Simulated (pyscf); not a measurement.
H₃C–N(CH₃)–AlH–OH (SMILES C[N](C)[AlH][OH]) + H₂ (SMILES [H][H]) → H₃C–N(CH₃)–AlH₂ (SMILES C[N](C)[AlH2]) + H₂O (SMILES O) (four-centre exchange; singlet surface; Al–O, H–H broken, Al–H, H–O formed). Structures and frequencies: ωB97X-D3(BJ)/def2-SVP in PySCF. Energies in kcal/mol from the separated reactants.

```csv
level,barrier,reaction energy
PBE/def2-TZVP,(withheld),+26.2
r²SCAN/def2-TZVP,(withheld),(withheld)
B3LYP-D3(BJ)/def2-TZVP,26.4,+28.4
PBE0-D3(BJ)/def2-TZVP,22.7,+26.3
M06-2X/def2-TZVP,28.3,+31.2
HF/def2-TZVP,37.8,+25.7
```

Problem. Fill in the missing entries.

Solution. 
- PBE/def2-TZVP, barrier: 22.0
- r²SCAN/def2-TZVP, barrier: 23.5
- r²SCAN/def2-TZVP, reaction energy: +29.3

On the product side the descent ends in an adduct with a Al–O contact, 17.2 kcal/mol under the separated species and 15.1 kcal/mol under the saddle at ωB97X-D3(BJ)/def2-TZVP. At PBE, r²SCAN, B3LYP-D3(BJ), PBE0-D3(BJ), M06-2X the saddle lies under the separated products, which points to a path from their complex (located at ωB97X-D3(BJ) alone), and parting the products costs more than the saddle. What is counted as broken (Al–O) persists as a longer contact in the product adduct; parting that adduct is a step of its own. At the saddle there is also a short Al–H contact that neither side keeps. H₃C–N(CH₃)–AlH₂ lies 36.8 kcal/mol over its isomer H₃C–Al(CH₃)–NH₂, and others may lie lower still (electronic energy, ωB97M-D3(BJ)). This is the saddle that the search found; another between the same sides may lie lower.
